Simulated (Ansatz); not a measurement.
Relaxing NiIr2

These are results of DFT PBE, scalar-relativistic, plane waves, PAW in Ansatz 0.2.0, not measurements. Cutoff 420 eV, Γ-centred k mesh, Gaussian smearing, no spin polarisation in the final step.

The start puts NiIr2 on the AlB2 structure type (P6/mmm, No. 191), with Ni in place of Al, Ir in place of B, at a guessed volume.

```yaml
crystal:
  lattice:
    - [3.32188, 0.00000, 0.00000]
    - [-1.66094, 2.87684, 0.00000]
    - [0.00000, 0.00000, 3.58675]
  atoms:
    - { symbol: Ni, position: [0.00000, 0.00000, 0.00000] }
    - { symbol: Ir, position: [0.33333, 0.66667, 0.50000] }
    - { symbol: Ir, position: [0.66667, 0.33333, 0.50000] }
```

Cell and atoms relax at zero pressure; the relaxation can't lower the symmetry of the start. After a coarse first stage the cell is made exact in the group found at 0.06 Å.

Formation energies are uncorrected and refer to the elements' standard structures at the same level.

**Question.** What does it relax into?

**Answer.** It keeps P6/mmm (No. 191), but not the shape of the type it started on. Conventional cell: a = 4.311 Å, c = 2.626 Å. Ni is coordinated by 2 Ni at 2.63 Å and 12 Ir at 2.81 Å; around Ir lie 5 Ir at 2.49–2.63 Å and 6 Ni at 2.81 Å.

Space group P6/mmm (No. 191). a = 4.311 Å, b = 4.311 Å, c = 2.626 Å, α = 90.00°, β = 90.00°, γ = 120.00°
| atom | site | symmetry | x | y | z |
| --- | --- | --- | --- | --- | --- |
| Ni | 1a | 6/mmm | 0.0000 | 0.0000 | 0.0000 |
| Ir | 2d | -6m2 | 0.3333 | 0.6667 | 0.5000 |

**Question.** What are its volume, energy, density and gap?

**Answer.** The volume per atom is 14.09 Å³ and the density is 17.41 g/cm³. The energy over the elements is 0.29 eV/atom and the gap on the 12×12×18 mesh is 0 eV (a metal).

The final run used a 12×12×18 mesh on its 3-atom cell and 0.10 eV smearing. The k mesh leaves about 4 meV/atom of noise in metals. Spin–orbit coupling is left out. A structure relaxed within its symmetry needn't be a true minimum.

Cost: 3 runs of about 0.84 core-minutes in all, on Intel Xeon 6975P-C (Granite Rapids) (shared hosts).